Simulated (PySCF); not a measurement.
methanol (CH4O), SMILES CO.

Geometry: B3LYP-D3(BJ)/def2-TZVP.

The numbers are results of TDA-ωB97X/def2-TZVPD (PySCF 2.14.0), not measurements.

Vertical excitations. The molecule is in vacuum. State labels are in the subgroup Cs.

```csv
state,symmetry,energy (eV),λ (nm),f,main pairs
S1,A",7.08,175,0.003,HOMO→LUMO 79 %
S2,A",8.50,146,0.043,"HOMO→LUMO+1 81 %, HOMO→LUMO 13 %"
S3,A',8.91,139,0.006,HOMO−1→LUMO 79 %
S4,A",9.16,135,0.014,HOMO→LUMO+2 85 %
S5,A',9.18,135,0.055,HOMO→LUMO+3 92 %
S6,A",9.78,127,0.001,HOMO→LUMO+4 79 %
S7,A',10.04,123,0.080,HOMO−1→LUMO+1 81 %
S8,A",10.23,121,0.012,HOMO→LUMO+5 81 %
S9,A',10.65,116,0.014,"HOMO→LUMO+6 75 %, HOMO→LUMO+8 19 %"
S10,A',10.80,115,0.077,"HOMO−1→LUMO+2 76 %, HOMO−1→LUMO+4 14 %"
T1,A",6.81,182,0,"HOMO→LUMO 71 %, HOMO→LUMO+1 16 %"
T2,A",8.27,150,0,"HOMO→LUMO+1 68 %, HOMO→LUMO 19 %"
T3,A',8.63,144,0,HOMO−1→LUMO 74 %
T4,A',8.94,139,0,HOMO→LUMO+3 93 %
```
Triplets are in the Tamm–Dancoff approximation.
